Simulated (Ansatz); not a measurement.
A made-up structure of CH$_{3}$BN, doublet:

```json
{"atom": "B1", "x (Å)": "-0.6242", "y (Å)": "0.2248", "z (Å)": "-0.4312"}
{"atom": "C2", "x (Å)": "0.6405", "y (Å)": "-0.1809", "z (Å)": "0.4072"}
{"atom": "N3", "x (Å)": "0.6271", "y (Å)": "-1.2422", "z (Å)": "1.0599"}
{"atom": "H4", "x (Å)": "-1.5605", "y (Å)": "-0.5090", "z (Å)": "-0.4447"}
{"atom": "H5", "x (Å)": "-0.6262", "y (Å)": "1.2551", "z (Å)": "-1.0337"}
{"atom": "H6", "x (Å)": "-0.4449", "y (Å)": "0.0195", "z (Å)": "0.6860"}
```

It is relaxed with PBE-D4/def2-SVP and then PBE0-D4/def2-TZVP (Ansatz 0.2.0). Atoms count as bonded within 1.22 times the sum of their covalent radii (H–H: 0.88 Å). The end point is not checked to be a true minimum.

Task: Does its bonding change? (A judgement: the text doesn't fix the answer.)

Result: By the calculation: Yes. Formed: none; broken: B1–H6.

Where it ends: The first stage lowers the energy by 2.27 eV in 10 steps. It ends as CH₃BN ([BH2][CH][N]):
```xyz
6
angstrom
B -0.7188 0.1373 -0.6168
C 0.0053 -0.2855 0.7114
N 1.2499 -0.2579 0.7650
H -1.9100 0.0942 -0.6785
H -0.0580 0.4923 -1.5401
H -0.5566 -0.6130 1.6026
```

Labels in which every atom is bracketed show which atoms are joined, not bond orders.

For scale, one of the runs: PBE0-D4/def2-TZVP relaxation, 111 basis functions, launched by `ansatz run in.yaml --threads 2 --pin off --events-out ev --progress --plain --max-ram 4352MiB`. Hardware: 2 CPU threads of an Arm Neoverse V1, shared host. Wall time about 78 s.
